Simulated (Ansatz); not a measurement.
Equilibrium volume per atom (Å³/atom) along a series of related solids, from rVV10 in Ansatz (plane waves, PAW).

```json
[
 {"solid": "hcp Sc", "rVV10": "24.38", "measured": "24.77"},
 {"solid": "hcp Ti", "rVV10": "17.43", "measured": "17.50"},
 {"solid": "hcp Co", "rVV10": "11.02", "measured": "10.96"},
 {"solid": "hcp Zn", "rVV10": "15.65", "measured": "14.86"}
]
```

rVV10 less measured, from the printed values: hcp Sc -1.6 %, hcp Ti -0.4 %, hcp Co +0.5 %, hcp Zn +5.3 %.

Members of the series are missing where a level wasn't run or failed, where a doubt is noted on the run or the magnetic state, for phases of high temperature or layered ones, and where values are held back for tests.

Ansatz's runs of these crystals have no spin polarisation, but for hcp Co.

Density-functional runs with spin start from parallel moments for hcp Co.

Ansatz's density-functional and Hartree–Fock values are scalar-relativistic unless marked +SOC, with PAW data made under PBE.

Measured values are for low temperature or corrected to a static lattice. References as tabulated in Lejaeghere et al. (2013), arXiv:1204.2733.

Ansatz is a first-principles code.
